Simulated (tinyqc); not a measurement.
CCSD on RHF in the sto-3g basis, for H2O, spin multiplicity 1, step by step. One step of it, computed by the program tinyqc.

Problem. Iteration 1: building the Fock matrix. J_ij = sum D_kl (ij|kl), K_ij = sum D_kl (ik|jl); F = H + J - 0.5 K; E = tr D H + tr D J / 2 - 0.25 tr D K + E_nn.

D at the start, lower triangle:
```
            1O 1s      1O 2s    1O 2px     1O 2py     1O 2pz     2H 1s     3H 1s
1O 1s    2.129791
1O 2s   -0.569125   2.491461
1O 2px   0.000000   0.000000  2.000000
1O 2py   0.000000   0.000000  0.000000   2.216779
1O 2pz  -0.043008   0.249725  0.000000   0.000000   2.162862
2H 1s    0.065560  -0.283878  0.000000  -0.273000  -0.217426  0.082672
3H 1s    0.065560  -0.283878  0.000000   0.273000  -0.217426  0.015431  0.082672
```

core Hamiltonian H = T + V (hartree), lower triangle:
```
             1O 1s      1O 2s     1O 2px     1O 2py     1O 2pz      2H 1s      3H 1s
1O 1s   -32.578836
1O 2s    -7.579174  -9.202320
1O 2px    0.000000   0.000000  -7.348295
1O 2py    0.000000   0.000000   0.000000  -7.442153
1O 2pz   -0.016337  -0.199605   0.000000   0.000000  -7.434950
2H 1s    -1.245142  -2.924544   0.000000  -1.537362  -1.538754  -4.573621
3H 1s    -1.245142  -2.924544   0.000000   1.537362  -1.538754  -1.306062  -4.573621
```

Two-electron integrals (ij|kl) in chemists' order, unique and non-zero (hartree):
```
(11|11) 4.785065    (21|11) 0.741380    (21|21) 0.136873    (22|11) 1.118947
(22|21) 0.256633    (22|22) 0.817206    (31|31) 0.024477    (32|31) 0.037809
(32|32) 0.180518    (33|11) 1.115814    (33|21) 0.256684    (33|22) 0.817023
(33|33) 0.880159    (41|41) 0.024477    (42|41) 0.037809    (42|42) 0.180518
(43|43) 0.047444    (44|11) 1.115814    (44|21) 0.256684    (44|22) 0.817023
(44|33) 0.785270    (44|44) 0.880159    (51|51) 0.024477    (52|51) 0.037809
(52|52) 0.180518    (53|53) 0.047444    (54|54) 0.047444    (55|11) 1.115814
(55|21) 0.256684    (55|22) 0.817023    (55|33) 0.785270    (55|44) 0.785270
(55|55) 0.880159    (61|11) 0.122267    (61|21) 0.022397    (61|22) 0.041775
(61|33) 0.041693    (61|41) 0.000742    (61|42) 0.001396    (61|44) 0.041824
(61|51) 0.000713    (61|52) 0.001341    (61|54) 0.000126    (61|55) 0.041814
(61|61) 0.003712    (62|11) 0.314273    (62|21) 0.073057    (62|22) 0.259620
(62|33) 0.255079    (62|41) 0.003962    (62|42) 0.030986    (62|44) 0.262030
(62|51) 0.003807    (62|52) 0.029773    (62|54) 0.006678    (62|55) 0.261496
(62|61) 0.012205    (62|62) 0.104367    (63|31) 0.007437    (63|32) 0.044043
(63|43) 0.006342    (63|53) 0.006094    (63|63) 0.014440    (64|11) 0.168365
(64|21) 0.039626    (64|22) 0.150337    (64|33) 0.143606    (64|41) 0.009312
(64|42) 0.060917    (64|44) 0.160107    (64|51) 0.001802    (64|52) 0.016213
(64|54) 0.009761    (64|55) 0.147129    (64|61) 0.006896    (64|62) 0.073440
(64|64) 0.065521    (65|11) 0.161775    (65|21) 0.038075    (65|22) 0.144453
(65|33) 0.137985    (65|41) 0.001802    (65|42) 0.016213    (65|44) 0.141651
(65|51) 0.009168    (65|52) 0.059622    (65|54) 0.009866    (65|55) 0.153558
(65|61) 0.006626    (65|62) 0.070566    (65|64) 0.049082    (65|65) 0.061601
(66|11) 0.471361    (66|21) 0.111341    (66|22) 0.455188    (66|33) 0.437246
(66|41) 0.007443    (66|42) 0.081435    (66|44) 0.464937    (66|51) 0.007152
(66|52) 0.078247    (66|54) 0.026607    (66|55) 0.462812    (66|61) 0.018740
(66|62) 0.236166    (66|64) 0.189633    (66|65) 0.182211    (66|66) 0.774606
(71|11) 0.122267    (71|21) 0.022397    (71|22) 0.041775    (71|33) 0.041693
(71|41) -0.000742   (71|42) -0.001396   (71|44) 0.041824    (71|51) 0.000713
(71|52) 0.001341    (71|54) -0.000126   (71|55) 0.041814    (71|61) 0.003664
(71|62) 0.011878    (71|64) 0.006159    (71|65) 0.006454    (71|66) 0.018098
(71|71) 0.003712    (72|11) 0.314273    (72|21) 0.073057    (72|22) 0.259620
(72|33) 0.255079    (72|41) -0.003962   (72|42) -0.030986   (72|44) 0.262030
(72|51) 0.003807    (72|52) 0.029773    (72|54) -0.006678   (72|55) 0.261496
(72|61) 0.011878    (72|62) 0.085766    (72|64) 0.041581    (72|65) 0.056519
(72|66) 0.160116    (72|71) 0.012205    (72|72) 0.104367    (73|31) 0.007437
(73|32) 0.044043    (73|43) -0.006342   (73|53) 0.006094    (73|63) 0.011519
(73|73) 0.014440    (74|11) -0.168365   (74|21) -0.039626   (74|22) -0.150337
(74|33) -0.143606   (74|41) 0.009312    (74|42) 0.060917    (74|44) -0.160107
(74|51) -0.001802   (74|52) -0.016213   (74|54) 0.009761    (74|55) -0.147129
(74|61) -0.006159   (74|62) -0.041581   (74|64) -0.009047   (74|65) -0.026825
(74|66) -0.069398   (74|71) -0.006896   (74|72) -0.073440   (74|74) 0.065521
(75|11) 0.161775    (75|21) 0.038075    (75|22) 0.144453    (75|33) 0.137985
(75|41) -0.001802   (75|42) -0.016213   (75|44) 0.141651    (75|51) 0.009168
(75|52) 0.059622    (75|54) -0.009866   (75|55) 0.153558    (75|61) 0.006454
(75|62) 0.056519    (75|64) 0.026825    (75|65) 0.048217    (75|66) 0.115570
(75|71) 0.006626    (75|72) 0.070566    (75|74) -0.049082   (75|75) 0.061601
(76|11) 0.127546    (76|21) 0.029975    (76|22) 0.117172    (76|33) 0.114068
(76|44) 0.115952    (76|51) 0.002331    (76|52) 0.022414    (76|55) 0.121364
(76|61) 0.004972    (76|62) 0.048531    (76|64) 0.029522    (76|65) 0.036885
(76|66) 0.119056    (76|71) 0.004972    (76|72) 0.048531    (76|74) -0.029522
(76|75) 0.036885    (76|76) 0.028812    (77|11) 0.471361    (77|21) 0.111341
(77|22) 0.455188    (77|33) 0.437246    (77|41) -0.007443   (77|42) -0.081435
(77|44) 0.464937    (77|51) 0.007152    (77|52) 0.078247    (77|54) -0.026607
(77|55) 0.462812    (77|61) 0.018098    (77|62) 0.160116    (77|64) 0.069398
(77|65) 0.115570    (77|66) 0.329102    (77|71) 0.018740    (77|72) 0.236166
(77|74) -0.189633   (77|75) 0.182211    (77|76) 0.119056    (77|77) 0.774606
```

nuclear repulsion = 8.04272339 hartree

Give: Coulomb J; exchange K; Fock matrix F; total energy of this density.

Solution.

Coulomb J (hartree), lower triangle:
```
          1O 1s    1O 2s  1O 2px   1O 2py  1O 2pz   2H 1s   3H 1s
1O 1s   18.6861
1O 2s    3.5660   8.8446
1O 2px   0.0000   0.0000  8.8397
1O 2py   0.0000   0.0000  0.0000   8.8358
1O 2pz   0.0040  -0.0025  0.0000   0.0000  8.8349
2H 1s    0.5838   2.7156  0.0000   1.5413  1.4783  4.5597
3H 1s    0.5838   2.7156  0.0000  -1.5413  1.4783  1.1906  4.5597
```

exchange K (hartree), lower triangle:
```
         1O 1s   1O 2s  1O 2px   1O 2py  1O 2pz   2H 1s   3H 1s
1O 1s   9.8504
1O 2s   1.7210  2.8716
1O 2px  0.0000  0.0000  2.3694
1O 2py  0.0000  0.0000  0.0000   2.3680
1O 2pz  0.0015  0.0043  0.0000   0.0000  2.3646
2H 1s   0.2976  0.7638  0.0000   0.3250  0.3098  0.3249
3H 1s   0.2976  0.7638  0.0000  -0.3250  0.3098  0.2082  0.3249
```

Fock matrix F (hartree), lower triangle:
```
           1O 1s    1O 2s  1O 2px   1O 2py   1O 2pz    2H 1s    3H 1s
1O 1s   -18.8179
1O 2s    -4.8737  -1.7935
1O 2px    0.0000   0.0000  0.3067
1O 2py    0.0000   0.0000  0.0000   0.2097
1O 2pz   -0.0131  -0.2042  0.0000   0.0000   0.2177
2H 1s    -0.8101  -0.5909  0.0000  -0.1585  -0.2153  -0.1764
3H 1s    -0.8101  -0.5909  0.0000   0.1585  -0.2153  -0.2196  -0.1764
```

total energy of this density = -73.263800 hartree
